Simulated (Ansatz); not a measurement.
The input, for Ansatz 0.2.0:

```yaml
crystal:
  periodic: [false, false, false]
  atoms:
    - {symbol: C, position_ang: [-0.502598, 0.000000, 0.436711]}
    - {symbol: Be, position_ang: [0.640862, 0.000000, -0.716773]}
    - {symbol: H, position_ang: [0.258934, 0.000000, 1.204918]}
basis:
  gaussian: {orbitals: 6-31G}
magnetization: {spin_polarized: false, initial_magnetization: 1}
correlation: {method: ccsdtq, electrons: outside_noble_gas}
```

```sh
$ ansatz run in.yaml --threads 1 --pin off --events-out ev --progress --plain --max-ram 2393MiB
```

Log:

```
459 factors; integrals over basis functions are off by at most 2.2e-7 eV
mean field evaluation 1: about -1436.4209 eV, gradient 1.6e1 eV
mean field evaluation 2: about -1436.4210 eV, gradient 1.6e1 eV
mean field evaluation 4: about -1437.5442 eV, gradient 2.2e0 eV
mean field evaluation 8: about -1437.5826 eV, gradient 7.7e-3 eV
mean field evaluation 16: about -1437.5433 eV, gradient 2.2e0 eV
mean field evaluation 32: about -1437.9200 eV, gradient 1.9e0 eV
mean field evaluation 64: about -1436.7208 eV, gradient 1.4e0 eV
mean field evaluation 96: about -1437.5826 eV, gradient 4.2e-6 eV
mean field evaluation 128: about -1436.2350 eV, gradient 6.9e0 eV
mean field evaluation 160: about -1416.3849 eV, gradient 1.0e0 eV
...
cycle  26  -4.49079390 eV  change   -4.3e-5 eV  update   1.7e-5
cycle  27  -4.49079642 eV  change   -2.5e-6 eV  update   8.1e-6
cycle  28  -4.49079821 eV  change   -1.8e-6 eV  update   4.9e-6
cycle  29  -4.49080005 eV  change   -1.8e-6 eV  update   2.8e-6
cycle  30  -4.49080380 eV  change   -3.8e-6 eV  update   2.0e-6
cycle  31  -4.49080358 eV  change    2.1e-7 eV  update   1.5e-6
cycle  32  -4.49080462 eV  change   -1.0e-6 eV  update   8.0e-7
cycle  33  -4.49080523 eV  change   -6.1e-7 eV  update   6.0e-7
cycle  34  -4.49080570 eV  change   -4.7e-7 eV  update   4.5e-7
cycle  35  -4.49080563 eV  change    7.6e-8 eV  update   2.4e-7
Total energy: -1442.07343736 eV, -52.9952213505 hartree
```

For the same geometry and basis full CI lies 1.4 meV lower. By full CI's occupations no single determinant describes the state well.

Ran on 1 thread of AMD EPYC 9B45, shared host: 15 s wall, 0.19 GiB peak host memory.
